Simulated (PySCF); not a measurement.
# F2: energy against distance

Set-up: basis F pcseg-2; no relativity; PySCF 2.14. Energies in eV from F + F in their ground configurations at the same level. State: ¹Σg⁺ (singlet), closed shell.

All columns are B3LYP.

| R (Å) | E (eV) | HOMO (eV) | LUMO (eV) | Mayer bond order | ⟨S²⟩ |
| --- | --- | --- | --- | --- | --- |
| 1.185 | -0.248 | -10.14 | 1.15 | 0.82 | 0.00 |
| 1.240 | -0.947 | -10.56 | -0.54 | 0.85 | 0.00 |
| 1.295 | -1.360 | -10.92 | -2.03 | 0.87 | 0.00 |
| 1.337 | -1.528 | -11.16 | -3.00 | 0.89 | 0.00 |
| 1.378 | -1.602 | -11.37 | -3.87 | 0.90 | 0.00 |
| 1.419 | -1.601 | -11.56 | -4.64 | 0.92 | 0.00 |
| 1.474 | -1.513 | -11.79 | -5.53 | 0.93 | 0.00 |
| 1.543 | -1.303 | -12.03 | -6.47 | 0.95 | 0.00 |
| 1.626 | -0.963 | -12.26 | -7.38 | 0.96 | 0.00 |
| 1.736 | -0.438 | -12.51 | -8.32 | 0.98 | 0.00 |
